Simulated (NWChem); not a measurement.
Program: NWChem. System: N$_{2}$, charge 0, spin multiplicity 1, displaced from the optimised geometry. Level: RHF/cc-pVDZ, spin-restricted.

Input file:

```
start mol
memory heap 200 mb stack 800 mb global 1000 mb
geometry units angstroms nocenter noautoz noautosym
  N      0.000000     0.000000     0.550196
  N      0.000000     0.000000    -1.650587
end
basis spherical
  * library cc-pvdz
end
scf
  rhf
  nopen 0
  maxiter 100
  thresh 1e-7
  semidirect memsize 60000000 filesize 0
end
task scf energy
```

NWChem printed:

```
             Northwest Computational Chemistry Package (NWChem) 7.3.0
             --------------------------------------------------------

                                NWChem Input Module
                                -------------------

 Scaling coordinates for geometry "geometry" by  1.889725989
 (inverse scale =  0.529177249)

                             Geometry "geometry" -> ""
                             -------------------------

 Output coordinates in angstroms (scale by  1.889725989 to convert to a.u.)

  No.       Tag          Charge          X              Y              Z
 ---- ---------------- ---------- -------------- -------------- --------------
    1 N                    7.0000     0.00000000     0.00000000     0.55019600
    2 N                    7.0000     0.00000000     0.00000000    -1.65058700

 Effective nuclear repulsion energy (a.u.)      11.7820272153

            Nuclear Dipole moment (a.u.)
            ----------------------------
        X                 Y               Z
 ---------------- ---------------- ----------------
     0.0000000000     0.0000000000   -14.5560622921


 Summary of "ao basis" -> "" (spherical)
 ------------------------------------------------------------------------------
       Tag                 Description            Shells   Functions and Types
 ---------------- ------------------------------  ------  ---------------------
 *                          cc-pvdz                   on all atoms

 Summary of "ao basis" -> "ao basis" (spherical)
 ------------------------------------------------------------------------------
       Tag                 Description            Shells   Functions and Types
 ---------------- ------------------------------  ------  ---------------------
 N                          cc-pvdz                  6       14   3s2p1d

                                 NWChem SCF Module
                                 -----------------

  ao basis        = "ao basis"
  functions       =    28
  atoms           =     2
  closed shells   =     7
  open shells     =     0
  charge          =   0.00
  wavefunction    = RHF
  use symmetry    = F
  symmetry adapt  = F

 Summary of "ao basis" -> "ao basis" (spherical)
 ------------------------------------------------------------------------------
       Tag                 Description            Shells   Functions and Types
 ---------------- ------------------------------  ------  ---------------------
 N                          cc-pvdz                  6       14   3s2p1d

 Forming initial guess at       0.0s

      Superposition of Atomic Density Guess
      -------------------------------------

 Sum of atomic energies:        -108.60004629

      Non-variational initial energy
      ------------------------------

 Total energy =    -107.679875
 1-e energy   =    -171.261758
 2-e energy   =      51.799856
 HOMO         =      -0.223701
 LUMO         =      -0.161174

 Starting SCF solution at       0.1s

 ----------------------------------------------
         Quadratically convergent ROHF

 Convergence threshold     :          1.000E-07
 Maximum no. of iterations :          100
 Final Fock-matrix accuracy:          1.000E-09
 ----------------------------------------------

              iter       energy          gnorm     gmax       time
             ----- ------------------- --------- --------- --------
                 1     -108.2215712939  3.88D-01  1.36D-01      0.1
                 2     -108.2314253816  9.54D-02  4.27D-02      0.1
                 3     -108.2323420878  1.94D-03  1.11D-03      0.2
                 4     -108.2323423770  2.69D-06  1.19D-06      0.2
                 5     -108.2323423770  7.84D-09  3.66D-09      0.2

       Final RHF  results
       ------------------

         Total SCF energy =   -108.232342376985
      One-electron energy =   -170.200686376354
      Two-electron energy =     50.186316784062
 Nuclear repulsion energy =     11.782027215307

        Time for solution =      0.0s

             Final eigenvalues
             -----------------

              1
    1  -15.8280
    2  -15.8278
    3   -1.0715
    4   -0.9821
    5   -0.4444
    6   -0.3801
    7   -0.3801
    8   -0.1051
    9   -0.1051
   10   -0.0117
   11    0.8706
   12    0.8706
   13    0.9117
   14    0.9492
   15    0.9856
   16    0.9856
   17    1.0133

                       ROHF Final Molecular Orbital Analysis
                       -------------------------------------

 Vector    5  Occ=2.000000D+00  E=-4.444293D-01
              MO Center= -1.2D-16, -1.4D-16, -5.5D-01, r^2= 2.0D+00
   Bfn.  Coefficient  Atom+Function         Bfn.  Coefficient  Atom+Function
  ----- ------------  ---------------      ----- ------------  ---------------
     6      0.414411  1 N  pz                20     -0.414411  2 N  pz
     9      0.328437  1 N  pz                23     -0.328437  2 N  pz

 Vector    6  Occ=2.000000D+00  E=-3.801370D-01
              MO Center= -1.8D-16, -3.7D-16, -5.5D-01, r^2= 2.0D+00
   Bfn.  Coefficient  Atom+Function         Bfn.  Coefficient  Atom+Function
  ----- ------------  ---------------      ----- ------------  ---------------
     4      0.400456  1 N  px                18      0.400456  2 N  px
     7      0.351480  1 N  px                21      0.351480  2 N  px

 Vector    7  Occ=2.000000D+00  E=-3.801370D-01
              MO Center= -1.6D-16, -4.2D-16, -5.5D-01, r^2= 2.0D+00
   Bfn.  Coefficient  Atom+Function         Bfn.  Coefficient  Atom+Function
  ----- ------------  ---------------      ----- ------------  ---------------
     5      0.400456  1 N  py                19      0.400456  2 N  py
     8      0.351480  1 N  py                22      0.351480  2 N  py

 Vector    8  Occ=0.000000D+00  E=-1.051462D-01
              MO Center= -1.1D-17, -7.1D-17, -5.5D-01, r^2= 2.1D+00
   Bfn.  Coefficient  Atom+Function         Bfn.  Coefficient  Atom+Function
  ----- ------------  ---------------      ----- ------------  ---------------
     5      0.439272  1 N  py                19     -0.439272  2 N  py
     8      0.385166  1 N  py                22     -0.385166  2 N  py

 Vector    9  Occ=0.000000D+00  E=-1.051462D-01
              MO Center= -2.3D-17,  9.9D-18, -5.5D-01, r^2= 2.1D+00
   Bfn.  Coefficient  Atom+Function         Bfn.  Coefficient  Atom+Function
  ----- ------------  ---------------      ----- ------------  ---------------
     4      0.439272  1 N  px                18     -0.439272  2 N  px
     7      0.385166  1 N  px                21     -0.385166  2 N  px

 Vector   10  Occ=0.000000D+00  E=-1.169639D-02
              MO Center= -3.8D-17,  5.9D-18, -5.5D-01, r^2= 2.0D+00
   Bfn.  Coefficient  Atom+Function         Bfn.  Coefficient  Atom+Function
  ----- ------------  ---------------      ----- ------------  ---------------
     6      0.471483  1 N  pz                20      0.471483  2 N  pz
     9      0.456006  1 N  pz                23      0.456006  2 N  pz

 center of mass
 --------------
 x =   0.00000000 y =   0.00000000 z =  -1.03971874

 moments of inertia (a.u.)
 ------------------
         121.100345182414           0.000000000000           0.000000000000
           0.000000000000         121.100345182414           0.000000000000
           0.000000000000           0.000000000000           0.000000000000

  Mulliken analysis of the total density
  --------------------------------------

    Atom       Charge   Shell Charges
 -----------   ------   -------------------------------------------------------
    1 N    7     7.00   2.00  0.98  1.00  1.57  1.45  0.00
    2 N    7     7.00   2.00  0.98  1.00  1.57  1.45  0.00

       Multipole analysis of the density wrt the origin
       ------------------------------------------------

     L   x y z        total         open         nuclear
     -   - - -        -----         ----         -------
     0   0 0 0     -0.000000      0.000000     14.000000

     1   1 0 0      0.000000      0.000000      0.000000
     1   0 1 0      0.000000      0.000000      0.000000
     1   0 0 1      0.000000      0.000000    -14.556062

     2   2 0 0     -8.700547      0.000000      0.000000
     2   1 1 0      0.000000      0.000000      0.000000
     2   1 0 1     -0.000000      0.000000      0.000000
     2   0 2 0     -8.700547      0.000000      0.000000
     2   0 1 1     -0.000000      0.000000      0.000000
     2   0 0 2     -7.880214      0.000000     75.671108

 Task  times  cpu:        0.2s     wall:        0.2s

 Total times  cpu:        0.2s     wall:        0.2s
```
